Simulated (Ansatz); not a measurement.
Basis-set extrapolation for CH2S2, SMILES `S=CS` (PBE0-D4/def2-TZVP geometry, frozen core, Ansatz 0.2.0). Multiplicity 1, RHF reference.

```tsv
	def2-TZVPP	def2-QZVPP
HF	-834.106466	-834.130641
MP2 correlation	-0.509251	-0.550279
CCSD(T) correlation	-0.572285	not run
```

Energies in hartree. Use E(X) = E(∞) + A·exp(−7.88·√X) for Hartree–Fock and E(X) = E(∞) + B·X^(−2.97) for correlation, with X = 3 and 4, and add CCSD(T) minus MP2 of the smaller set to the MP2 limit.

Q: What is the CCSD(T) energy at the basis-set limit?

A: HF limit: -834.130641 + (-0.024175) × 0.13774 = -834.13397. MP2 limit: -0.550279 + (-0.041028) × 0.74074 = -0.58067. Higher-order term: -0.572285 − (-0.509251) = -0.06303. Total: -834.77767 hartree, 62.1 kcal/mol below CCSD(T)/def2-TZVPP.
